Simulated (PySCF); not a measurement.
First SCF of a structure search on singlet HSi(OH), at a hand-made bent (heavy-atom frame) geometry. PySCF input:

```python
from pyscf import gto, scf, dft
mol = gto.M(atom='''
Si     0.000000     0.000000     0.000000
H      1.212300     0.000000     0.848900
O     -1.466300     0.000000     1.026700
H     -1.971800     0.735400     1.380600''',
    basis={'Si': 'def2-TZVP', 'H': 'def2-TZVP', 'O': 'def2-TZVP'},
    charge=0, spin=0)
mf = dft.RKS(mol, xc='PBE0')
mf.grids.atom_grid = (50, 194)
aux = {'Si': 'def2-universal-JKFIT', 'H': 'def2-universal-JKFIT', 'O': 'def2-universal-JKFIT'}
mf = mf.density_fit(auxbasis=aux)
mf.conv_tol = 1e-08
mf.diis_space = 10
mf.max_cycle = 60
mf.init_guess = 'minao'
mf.verbose = 4
mf.kernel()
```

Excerpt of the output (cycles and frontier levels):

```
init E= -365.606540803922
  HOMO = -0.226331959404824  LUMO = -0.121325736473842  gap/eV = 2.85736
cycle= 1 E= -365.601534139654  delta_E= 0.00501  |g|= 0.763  |ddm|= 1.48
  HOMO = -0.132342410686206  LUMO = -0.0854833550409495  gap/eV = 1.27510
cycle= 2 E= -365.078177964355  delta_E= 0.523  |g|= 1.72  |ddm|= 1.31
  HOMO = -0.222846551592845  LUMO = -0.0934813716297214  gap/eV = 3.52021
cycle= 3 E= -365.707859658333  delta_E= -0.63  |g|= 0.0889  |ddm|= 1.05
  HOMO = -0.235033695808227  LUMO = -0.100127877928529  gap/eV = 3.67097
cycle= 4 E= -365.710238504379  delta_E= -0.00238  |g|= 0.0247  |ddm|= 0.121
  HOMO = -0.231375170662986  LUMO = -0.0960636225983293  gap/eV = 3.68201
cycle= 5 E= -365.710402298942  delta_E= -0.000164  |g|= 0.00519  |ddm|= 0.0256
  HOMO = -0.231528161875751  LUMO = -0.0962800426441461  gap/eV = 3.68029
cycle= 6 E= -365.710408867281  delta_E= -6.57e-06  |g|= 0.00114  |ddm|= 0.00575
  HOMO = -0.231518068024691  LUMO = -0.0962598547021116  gap/eV = 3.68056
cycle= 7 E= -365.710409363375  delta_E= -4.96e-07  |g|= 0.000323  |ddm|= 0.00204
  HOMO = -0.231521237980495  LUMO = -0.0962532752088592  gap/eV = 3.68083
cycle= 8 E= -365.710409399914  delta_E= -3.65e-08  |g|= 8.64e-05  |ddm|= 0.000395
  HOMO = -0.231528565221907  LUMO = -0.0962624146717914  gap/eV = 3.68078
cycle= 9 E= -365.710409402496  delta_E= -2.58e-09  |g|= 2.44e-05  |ddm|= 0.000148
  HOMO = -0.231525904142501  LUMO = -0.0962609096249167  gap/eV = 3.68075
Extra cycle  E= -365.710409402505  delta_E= -9.04e-12  |g|= 3.19e-05  |ddm|= 4.4e-05
converged SCF energy = -365.710409402505
```

No lower solution of this spin was found from smeared starts or by a stability analysis within the restricted form, which does not test spin polarisation.

The search for the lowest solution, 3 starts and the stability check together, took 5.4 s on 2 threads of a shared Arm Neoverse V1 host, with 80 basis functions; the process peaked at 0.4 GiB.
